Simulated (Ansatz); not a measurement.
**Worked example: BH$_{2}$, doublet against BH$_{2}$⁻, triplet**

Geometry (PBE0/def2-TZVPD stationary point of a triplet), kept for both states (BH2⁻, triplet: B1; BH2, doublet: A1):

```xyz
3

B     0.0000   -0.0819    0.0000
H     0.0000    0.4392   -1.0911
H     0.0000    0.4392    1.0911
```

Basis aug-cc-pVTZ; Ansatz 0.2.0. Only valence electrons are correlated (noble-gas cores frozen). Prefix R: restricted or restricted open-shell reference; prefix U: unrestricted.

Full CI isn't at hand for all of this; UCCSDT(Q) serves as the reference, and is uncertain by the last step of the cluster series or more.

The highest occupied Kohn–Sham level of the anion is positive, up to +1.99 eV, so in those functionals the extra electron is held by the basis alone, which enters their differences from the reference.

| level | E(BH2⁻, triplet) (hartree) | E(BH2, doublet) (hartree) |
| --- | --- | --- |
| UHF | -25.745134 | -25.759891 |
| UMP2 | -25.849447 | -25.843347 |
| UCCSD(T) | -25.872248 | -25.863856 |
| PBE | -25.902162 | -25.882959 |
| B3LYP | -25.958638 | -25.945973 |
| UCCSDT(Q) | -25.873105 | -25.864349 |

Problem. Give the vertical gap, BH2 doublet less BH2⁻ triplet, at each level in eV (1 hartree = 27.2114 eV), and each error against UCCSDT(Q).

Solution. UCCSDT(Q): (-25.864349 − (-25.873105)) × 27.2114 = 0.238 eV (the reference)
B3LYP: (-25.945973 − (-25.958638)) × 27.2114 = 0.345 eV, error 0.107 eV
PBE: (-25.882959 − (-25.902162)) × 27.2114 = 0.523 eV, error 0.285 eV
UCCSD(T): (-25.863856 − (-25.872248)) × 27.2114 = 0.228 eV, error -0.010 eV
UMP2: (-25.843347 − (-25.849447)) × 27.2114 = 0.166 eV, error -0.072 eV
UHF: (-25.759891 − (-25.745134)) × 27.2114 = -0.402 eV, error -0.640 eV

Total energies of functionals can't be set beside those of wave-function methods, since they hold the core's correlation and their own absolute errors; only the differences compare.

The reference still carries a basis error, for a change of charge of the order of 0.1 eV, so smaller errors of functionals can't be ranked.

Each level lands on the state that its own search finds. T1 diagnostics of restricted CCSD: 0.031 and 0.016.
